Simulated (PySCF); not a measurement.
Si₂: frontier orbitals

PBE0 at R = 2.260 Å; PySCF, no relativity, basis sets Si def2-TZVPP. State: ³Σg⁻ (triplet), unpaired electrons π ↑↑. Only the outer orbitals are listed.

```csv
spin,orbital,occ.,ε (eV),main shells (%)
α,σg,1,-14.97,"88 s, 11 p"
α,σu,1,-10.49,"88 s, 10 p"
α,πu,1,-6.66,95 p
α,πu,1,-6.66,95 p
α,σg,1,-6.05,"85 p, 14 s"
α,πg,0,-2.27,98 p
α,πg,0,-2.27,98 p
β,σg,1,-13.54,"89 s, 9 p"
β,σu,1,-9.64,"85 s, 15 p"
β,σg,1,-5.79,"87 p, 12 s"
β,πu,0,-3.58,98 p
β,πu,0,-3.58,98 p
β,πg,0,-1.08,95 p
```

Which are the highest filled and the lowest empty level, where do they sit, and how wide is the gap?

Highest filled β σg at -5.79 eV (in %: 87 p, 12 s); lowest empty β πu at -3.58 eV (in %: 98 p); the gap at PBE0 is 2.21 eV.

The bond order (Mayer) is 1.95, the ⟨S²⟩ is 2.008 and the polarisability along the bond is 109.6 bohr³. The polarisability across the bond is 69.6 bohr³.

The state was picked by a PBE0 search and need not be the measured ground state.
